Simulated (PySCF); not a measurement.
Löwdin shares of the frontier orbitals

3-pentanol, C5H12O.
Z-matrix (Å and degrees, GFN2-xTB geometry), rows numbered from 1:
```
C 
C   1  1.5240
C   2  1.5356  1  111.74
O   3  1.4112  2  111.27  1   -59.81
C   3  1.5357  2  110.98  1   175.70
C   5  1.5242  3  111.74  2  -175.77
H   1  1.0874  2  110.67  3   174.85
H   1  1.0873  2  110.18  3    54.41
H   1  1.0873  2  110.31  3   -64.93
H   2  1.0913  1  109.85  3   121.08
H   2  1.0943  1  109.64  3  -120.59
H   3  1.0954  2  109.34  1    55.01
H   4  0.9646  3  108.14  2   -61.82
H   5  1.0913  3  108.97  2   -54.14
H   5  1.0944  3  108.71  2    63.15
H   6  1.0875  5  110.37  3    65.00
H   6  1.0874  5  110.09  3   -54.38
H   6  1.0875  5  110.67  3  -174.77
```

Computed, not measured: TDDFT PBE0/def2-SVPD, vertical, gas phase, core orbitals frozen in the response in PySCF 2.14.0, density-fitted response routines.

Frontier orbitals with the atoms that hold most of them (Löwdin shares over 4%, at most four atoms; ? is withheld):

```
orbital  ε (eV)                            atoms
 LUMO+2    1.30    C1 16%, C6 16%, H7 9%, H18 9%
 LUMO+1    1.24   O4 16%, H12 15%, H16 8%, H9 8%
   LUMO    0.58  O4 16%, H13 14%, C2 10%, C5 10%
   HOMO       ?                                ?
 HOMO-1   -8.88                                ?
 HOMO-2   -9.50   C5 15%, C2 14%, C6 13%, C1 13%
 HOMO-3   -9.64    C5 14%, C6 13%, C2 10%, O4 8%
```

**Question.** Which atoms hold the HOMO, and with what shares?

**Answer.** O4 (bonded to C and H) 50%; C3 (bonded to 2 C, O and H) 13%; C5 (bonded to 2 C and 2 H) 11%; C2 (bonded to 2 C and 2 H) 10%. By element: oxygen 50%, carbon 34% or more.

**Question.** Give the leading atoms of the HOMO-1.

**Answer.** O4 (bonded to C and H) 26%; C3 (bonded to 2 C, O and H) 19%; C2 (bonded to 2 C and 2 H) 11%; C5 (bonded to 2 C and 2 H) 10%. By element: carbon 40% or more, oxygen 26%.

**Question.** What is the HOMO energy, and the HOMO–LUMO gap?

**Answer.** ε(HOMO) = -7.75 eV; the gap is 8.33 eV (0.3062 hartree).

**Question.** How does S1 compare with the orbital gap of 8.33 eV?

**Answer.** S1 is at 6.96 eV (f = 0.0061), 1.37 eV below the gap, made of HOMO→LUMO (93%). 

**Question.** Give energy, strength and leading configuration of S1, S2 and S5, and follow the Löwdin shares of the leading atoms from the occupied to the empty orbital.

**Answer.** 
- S1 (6.96 eV, f 0.0061), HOMO→LUMO (93%): O4 50% → 16%, C3 13% → at most 10%, H13 at most 11% → 14%
- S2 (7.80 eV, f 0.0002), HOMO→LUMO+1 (93%): O4 50% → 16%, C3 13% → at most 9%, H12 at most 11% → 15%
- S5 (8.26 eV, f 0.020), HOMO-1→LUMO (96%): O4 26% → 16%, C3 19% → at most 10%, H13 at most 11% → 14%

One conformer stands for the species.

Without π bonds the low states may be Rydberg-like; a valence basis with one diffuse set may place them up to an eV too high.
